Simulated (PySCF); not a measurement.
**The first ionisation energy along group 15**

All values are computed (PySCF 2.14, energy differences of UHF-based or UKS calculations, no spin-orbit coupling). Values in eV. The last column holds reference values (NIST; (s) semi-empirical, (t) theoretical, else measured). Unmarked ones compare directly (S terms, centres of terms, or small fine structure); those marked * lie between the lowest fine-structure levels and include a spin-orbit shift.

```json
{"element": "N (cc-pVTZ, non-relativistic)", "configurations": "[He] 2s2 2p3 → [He] 2s2 2p2", "UHF": "13.892", "MP2 (valence)": "14.556", "SCS-MP2 (valence)": "14.302", "CCSD (valence)": "14.414", "CCSD(T) (valence)": "14.433", "reference": "14.545"}
{"element": "P (cc-pV(T+d)Z, non-relativistic)", "configurations": "[Ne] 3s2 3p3 → [Ne] 3s2 3p2", "UHF": "9.912", "MP2 (valence)": "10.482", "SCS-MP2 (valence)": "10.307", "CCSD (valence)": "10.416", "CCSD(T) (valence)": "10.458", "reference": "10.526"}
{"element": "As (cc-pVTZ-PP with ECP10MDF, ECP)", "configurations": "[Ar] 3d10 4s2 4p3 → [Ar] 3d10 4s2 4p2", "UHF": "9.424", "MP2 (valence)": "9.897", "SCS-MP2 (valence)": "9.751", "CCSD (valence)": "9.863", "CCSD(T) (valence)": "9.895", "reference": "10.008"}
{"element": "Sb (cc-pVTZ-PP with ECP28MDF, ECP)", "configurations": "[Kr] 4d10 5s2 5p3 → [Kr] 4d10 5s2 5p2", "UHF": "8.597", "MP2 (valence)": "9.000", "SCS-MP2 (valence)": "8.878", "CCSD (valence)": "8.983", "CCSD(T) (valence)": "9.012", "reference": "9.124"}
```

| method | elements | mean error (eV) | mean absolute error (eV) | largest error (eV) |
| --- | --- | --- | --- | --- |
| UHF | 4 | -0.595 | 0.595 | -0.653 |
| MP2 (valence) | 4 | -0.067 | 0.073 | -0.124 |
| SCS-MP2 (valence) | 4 | -0.241 | 0.241 | -0.257 |
| CCSD (valence) | 4 | -0.132 | 0.132 | -0.144 |
| CCSD(T) (valence) | 4 | -0.102 | 0.102 | -0.113 |

Errors include the incompleteness of the basis and the frozen core.

"Valence" correlates the outer s and p shells and, in groups 3 to 12 and the f block, the outer d or f shell, open or full, or the next shell where the ion has no valence electron left; the wider scheme adds the next inner shell.
